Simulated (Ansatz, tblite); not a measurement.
Removing and adding an electron: SiCl2H2 (SiH₂Cl₂). Charge 0, multiplicity 1. Geometry: PBE-D4/def2-TZVP. Ansatz, gas phase; energy differences of separate SCF runs; the oxidised species was run as a doublet alone; the reduced species was run as a doublet alone.

```xyz
5

Si   -0.0014   -0.1104    0.0880
Cl   -1.4469    1.3495    0.0124
Cl    1.4670    0.2672   -1.3005
H    -0.6334   -1.4145   -0.2398
H     0.6147   -0.0917    1.4399
```

The xTB rows come from tblite. Correlated methods freeze 15 core orbitals. In CCSD on the charge 1 doublet the largest single amplitude is 0.41, so its Hartree–Fock determinant may place the open shell otherwise than the density functionals do.

| level | −HOMO (eV) | vertical IE (eV) | −LUMO (eV) | vertical EA (eV) | HOMO–LUMO gap (eV) | IE − EA (eV) | remarks |
| --- | --- | --- | --- | --- | --- | --- | --- |
| GFN1-xTB | 12.40 | 15.18 | 5.09 | 2.17 | 7.31 | 13.02 | – |
| GFN2-xTB | 11.83 | 14.64 | 5.98 | 2.79 | 5.86 | 11.85 | – |
| PBE-D4/def2-TZVP | 7.73 | 10.80 | 1.01 | – | 6.72 | – | – |
| PBE-D4/def2-TZVPD | 7.78 | – | 1.25 | -0.66 | 6.53 | – | HOMO above zero (-1 doublet) |
| r2SCAN-D4/def2-TZVP | 8.09 | 11.04 | 0.62 | – | 7.47 | – | – |
| r2SCAN-D4/def2-TZVPD | 8.12 | – | 0.80 | -0.88 | 7.32 | – | HOMO above zero (-1 doublet) |
| PBE0-D4/def2-TZVP | 9.10 | 11.29 | 0.07 | – | 9.03 | – | – |
| PBE0-D4/def2-TZVPD | 9.14 | – | 0.38 | -0.84 | 8.76 | – | HOMO above zero (-1 doublet) |
| CCSD/def2-TZVPP | – | 11.83 | – | – | – | – | large T1 (0.074) (+1 doublet) |
| CCSD(T)/def2-TZVPP | – | 11.77 | – | – | – | – | large T1 (0.074) (+1 doublet) |

Run but left out: HF/def2-TZVPP, MP2/def2-TZVPP (charge +1 doublet: a determinant that CCSD turns far, T1 0.074); HF/def2-TZVPD, MP2/def2-TZVPD, CCSD/def2-TZVPD, CCSD(T)/def2-TZVPD (flagged by the program: other roots).   A HOMO above zero means that the electron is unbound at that level or that self-interaction error raises the level; the energy of removing that electron tells which. Raw xTB energy differences between charge states are shifted by several eV; the methods need an empirical correction for them. A negative affinity means that the extra electron isn't bound; its size then hangs on the basis.
